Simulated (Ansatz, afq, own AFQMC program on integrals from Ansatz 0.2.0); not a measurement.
## AlH, singlet in cc-pVTZ, levels against full CI

```csv
atom,x (Å),y (Å),z (Å)
Al,0.0000,0.0000,0.0000
H,0.0000,0.0000,3.1440
```

Basis cc-pVTZ. Only valence electrons are correlated. Integrals, coupled cluster, full CI and functionals: Ansatz 0.2.0; the random walks run on the same integrals in our own AFQMC program. The CISD trial takes its coefficients from CCSD amplitudes. Released means that phaseless walkers are propagated on without the constraint, phases kept. ± is one standard error of the sampling.

Determinant: RHF, the one that the program's search chose, which needn't be the lowest solution. The geometry is a point of a scan.

Full CI on the same integrals is exact in this basis and with this determinant's frozen core.

Cautions: restricted determinant unstable towards unrestricted (UHF 729 meV lower, ⟨S²⟩ 0.83); strong correlation (T1 0.077, weight of the determinant 0.81, largest double 0.30); the released energies are still falling, so no released level is given (meV from the phaseless value at times in 1/Eh: -6 ± 3 at 0.24, -9.0 ± 2.1 at 0.51, -13.8 ± 2.3 at 0.99, -20.0 ± 2.2 at 1.62, -28.5 ± 2.2 at 2.40).

The T1 diagnostic is 0.0775. The weight of the determinant in the CISD state is 0.809 and the size of the correlated space is 4 electrons in 43 orbitals.

| level | correlation energy (eV) |
| --- | --- |
| MP2 | -1.7464 |
| CCSD | -2.5807 |
| CCSD(T) | -2.6964 |

**Question.** Estimate where full CI lies against CCSD(T) on the same integrals.

**Answer.** 2.4 kJ/mol below CCSD(T).

Reference: full CI, correlation energy -2.722 eV. The cautions show a poor starting determinant, so the rows tell how each method copes with it here, and full CI is the sure value.

```
        level  E − E(reference) (kJ/mol)  share of correlation (%)
      CCSD(T)                        2.4                     99.07
        CCSDT                        0.5                     99.81
     CCSDT(Q)                       -0.1                    100.04
  ph-AFQMC/HF                 16.6 ± 3.0                     93.68
ph-AFQMC/CISD                  4.7 ± 0.3                     98.21
```

CCSDT and higher add their correlation energy to the determinant of the CCSD(T) run, since their own runs factorise the integrals more tightly (a shift of under 2 meV). A walk keeps the symmetry of its determinant, which the program's search chose and which needn't be the lowest solution, so a lower state of the same spin and another symmetry isn't excluded.
